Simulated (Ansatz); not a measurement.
# C2Si: the cost of one run

Program: Ansatz 0.2.0. Level of theory: DFT PBE0, Gaussian basis cc-pV(T+d)Z. These are calculated values, not measurements.

**1. Starting point**

Bond lengths: Si1–C2 1.837 Å, Si1–C3 1.837 Å, C2–C3 1.269 Å. Angles: Si1–C2–C3 69.8°, C2–Si1–C3 40.4°, Si1–C3–C2 69.8°.

Coordinates:

```xyz
3

Si    0.0000    0.0000    0.0000
C     0.6345    0.0000    1.7240
C    -0.6345    0.0000    1.7240
```

**2. Relaxing the atoms: C2Si**

Input file input.yaml:

```yaml
relax:
  f_tol: 0.0002
  max_steps: 200
crystal:
  periodic: [false, false, false]
  atoms:
    - { symbol: Si, position_ang: [0.0, 0.0, 0.0] }
    - { symbol: C, position_ang: [0.6345, 0.0, 1.724] }
    - { symbol: C, position_ang: [-0.6345, 0.0, 1.724] }
basis:
  gaussian: { orbitals: "cc-pV(T+d)Z.json" }
hamiltonian:
  xc: pbe0
accuracy: high
```

Command:

```console
ansatz run input.yaml --threads 4 --pin off --max-ram 14336MiB --backend cpu --events-out ev --progress --plain --runs-dir out
```

Q: Estimate wall time and peak memory on 4 threads of Intel Xeon 6975P-C (Granite Rapids), shared host.

About 5.4 s, with a peak of 0.27 GiB.
